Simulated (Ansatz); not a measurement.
# What a trial cell of Ba₃Re relaxes into

These are results of Ansatz 0.2.0, DFT PBE, scalar-relativistic, plane waves, PAW, not measurements.

The start puts Ba₃Re on the Cu3Au (L1_2) structure type (Pm-3m, No. 221), with Re in place of Au, Ba in place of Cu, at a guessed volume.

The final relaxation ran on this input, with the default PAW datasets:

```yaml
crystal:
  lattice:
    - [5.1876873016, 0.0, 0.0]
    - [0.0, 5.1876873016, 0.0]
    - [0.0, 0.0, 5.1876873016]
  atoms:
    - { symbol: Ba, position: [0.0, 0.5, 0.5] }
    - { symbol: Ba, position: [0.5, 0.0, 0.5] }
    - { symbol: Ba, position: [0.5, 0.5, 0.0] }
    - { symbol: Re, position: [0.0, 0.0, 0.0] }
basis:
  ecutwfc: 420
kpoints:
  mp_grid: { grid: [10, 10, 10] }
hamiltonian:
  xc: pbe
scf:
  occupations: { method: gaussian, width: 0.1 }
output:
  forces: true
  stress: true
  eigenvalues: true
relax:
  adjacent_minimum: "off"
  f_tol: 0.01
  max_steps: 80
  cell: { stress_tol: 0.05 }
```

Launched as:

```bash
ansatz run input.yaml --threads 1 --pin off --max-ram 2560MiB --backend cpu --events-out ev --progress --plain --runs-dir out
```

The run took 13 s on 1 thread of Intel(R) Xeon(R) 6975P-C (Granite Rapids), on a shared host, peak memory 0.52 GiB.

The program printed at the end:

```
SCF converged after 6 iterations
Free energy (F): -28712.337261 eV
Harris-Foulkes:  -28712.337261 eV  (|F-HF|=4.73e-11)
Internal energy: -28712.298012 eV  (E = F + TS)
E sigma→0 (E₀):  -28712.317636 eV
Entropy (-TS):   -0.039249 eV (-9.812 meV/atom)
Fermi energy:    10.693780 eV
--- Per-component energies (eV) ---
  E_band       = -338.264152
  E_kinetic    = 1043.079482
  E_local      = -2272.143784  (includes V_loc(G=0)·N_el)
  E_nonlocal   = 229.207368
  E_hartree    = 810.048999
  E_xc         = -903.621364
  E_vxc        = -705.757570  (∫ρ·V_xc dr)
  E_paw        = -24338.833217  (= ΣΔE_a)
  E_vpaw       = -252.747317  (= ΣTr[D̂ρ^β])
  E_aug_tail   = -0.000080  (compensation charges beyond the density's cutoff)
  E_ewald      = -3280.035417
  E_smearing   = -0.039249  (= −TS)
  E_closure    = 0.000000  (closes the sum)
  Σ components = -28712.337261   (vs F -28712.337261, Δ=0.00e0)
--- Forces (eV/Å), atoms counted from 1 ---
  atom   1  Ba     0.00000000     0.00000000     0.00000000
  atom   2  Ba     0.00000000     0.00000000     0.00000000
  atom   3  Ba     0.00000000     0.00000000     0.00000000
  atom   4  Re     0.00000000     0.00000000     0.00000000
  max |Σ_I F_I| component: 2.69e-29 eV/Å
--- Stress (GPa, compression-positive) ---
        0.001951       0.000000       0.000000
        0.000000       0.001951       0.000000
        0.000000       0.000000       0.001951
  P = ⅓ Tr σ = 0.0020 GPa (0.020 kbar)
--- Relaxed structure (1 steps of the walk, 1 accepted, 1 SCFs on fresh bases) ---
  F+E_penalty+E_count = -28712.33726088 eV   max|allowed force component| = 7.543e-30 eV/Å   (the final SCF, on the basis selected at the relaxed cell)
  cell:  # Å, volume = 139.6116 Å³
    - [5.187687, 0.0, 0.0]
    - [0.0, 5.187687, 0.0]
    - [0.0, 0.0, 5.187687]
  atoms:
    - { symbol: Ba, position: [0.0, 0.5, 0.5] }
    - { symbol: Ba, position: [0.5, 0.0, 0.5] }
    - { symbol: Ba, position: [0.5, 0.5, 0.0] }
    - { symbol: Re, position: [0.0, 0.0, 0.0] }
```

Absolute energies hang on the potentials; compare differences alone.

The result has space group Pm-3m (No. 221). Ba is coordinated by 4 Re at 3.67 Å and 8 Ba at 3.67 Å; Re has 12 Ba at 3.67 Å.

Against the elements it lies at 1.09 eV/atom. Formation energies are uncorrected and refer to the elements' standard structures at the same level.

The k mesh leaves about 4 meV/atom of noise in metals. Spin–orbit coupling is left out.

Symmetry constrained the relaxation, so the result can be a saddle point.